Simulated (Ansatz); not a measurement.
Results of r²SCAN+SOC in Ansatz (PAW) for rock-salt HfC.

Numerical settings: plane-wave cutoff 560 eV, 20×20×20 k mesh, Fermi–Dirac smearing 0.05 eV, PAW data made under PBE.

Results at a series of volumes:

| V (Å³/atom) | E − E_lowest (meV/atom) |
|---|---|
| 11.711 | 37.90 |
| 11.961 | 16.29 |
| 12.210 | 3.95 |
| 12.459 | 0.00 |
| 12.708 | 3.67 |
| 12.957 | 14.26 |
| 13.206 | 31.12 |

Q: What bulk modulus B0 and pressure derivative B′ does a third-order Birch–Murnaghan fit give?

A: V0 = 12.459 Å³/atom, B0 = 245 GPa, B′ = 3.9 (fit to the energies at full precision).

Measured, for comparison: bulk modulus 242 GPa (room temperature, no zero-point or thermal correction, our sources range from 242 to 286; as tabulated in Synthesis of Binary Transition Metal Nitrides, Carbides and Borides from the …); equilibrium volume per atom 12.47 Å³/atom (temperature not stated, no zero-point or thermal correction; as tabulated in Zhang et al. (2018), doi:10.1088/1367-2630/aac7f0). Computed (rounded) less measured: bulk modulus not scored (sources differ), equilibrium volume per atom -0.1 %.

The computed numbers hold no vibrational or temperature effects.

Ansatz is a program for electronic structure.
